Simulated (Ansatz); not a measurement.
# SiH+ (triplet): from Hartree-Fock to the top rungs at distance Si1–H2 = 1.869 Å, cc-pVQZ

The task here is to estimate one member of a computed series from the others.

Program: Ansatz 0.2.0, Gaussian basis. Level of theory: cc-pVQZ, core rule «outside noble gas», up to 5 orbitals frozen. These are calculated values, not measurements.

To be run: UHF; CCSD(T) on ROHF; CCSD(T) on UHF; BCCD(T) on ROHF; CCSDT(Q) on ROHF; CCSDT(Q) on UHF; CASSCF and NEVPT2, 4 electrons in 5 orbitals; Full CI.

17 further runs of the same task are left out: 2 for a known fault of the program, 12 that didn't finish, 3 set aside as unsound or not needed.

## The geometry

The geometry derives from a PBE0/def2-TZVP stationary point (not a proven minimum). One bond is set to the value named and the two fragments are kept rigid.

2 atoms, charge 1, spin multiplicity 3.

Atoms are counted from 1 here; the program's logs count them from 0.

No contacts short enough for the rule that draws bonds.

Set-up of the first run:

File in.yaml:

```yaml
crystal:
  periodic: [false, false, false]
  atoms:
    - {symbol: Si, position_ang: [0.000000, 0.000000, 0.000000]}
    - {symbol: H, position_ang: [0.000000, 0.000000, 1.869000]}
basis:
  gaussian: {orbitals: cc-pVQZ}
total_charge: 1
magnetization: {spin_polarized: true, initial_magnetization: 2}
hamiltonian: {xc: hf}
output: {orbitals: {seedname: orbitals}}
```

On the command line:

```sh
$ ansatz run in.yaml --threads 1 --pin off --events-out ev --progress --plain --max-ram 2393MiB
```

Steps of the session up to this table: UHF; CCSD(T) on ROHF; CCSD(T) on UHF; BCCD(T) on ROHF; CCSDT(Q) on ROHF; CCSDT(Q) on UHF; CASSCF and NEVPT2, 4 electrons in 5 orbitals; Full CI.

One table of the session follows, with a row left open; its other results are not shown here.

```
        method  from FCI (meV)
          ROHF         +2282.4
           UHF         +1990.8
          RMP2          +575.0
          UMP2               ?
         RCCSD           +83.5
         UCCSD           +76.3
      RCCSD(T)           +19.2
      UCCSD(T)           +18.5
       BCCD(T)           +19.8
        RCCSDT            +1.4
        UCCSDT            +0.1
     RCCSDT(Q)            +0.1
     UCCSDT(Q)            -1.0
CASSCF valence         +1325.4
NEVPT2 valence          +324.0
           FCI               0
```

Estimate the missing values for UMP2.

The run gave: from FCI (meV): +600.7. In the column «from FCI (meV)» it lies between RMP2 (+575.0) and CASSCF valence (+1325.4).

Limits of these values: Levels on UHF freeze UHF's core orbitals, full CI those of ROHF, so the U rows can settle a little off it for that reason alone. Restricted and unrestricted rows rest on different reference determinants; where their highest levels disagree by more than a few hundredths of an eV, they describe different states and don't form one ladder.
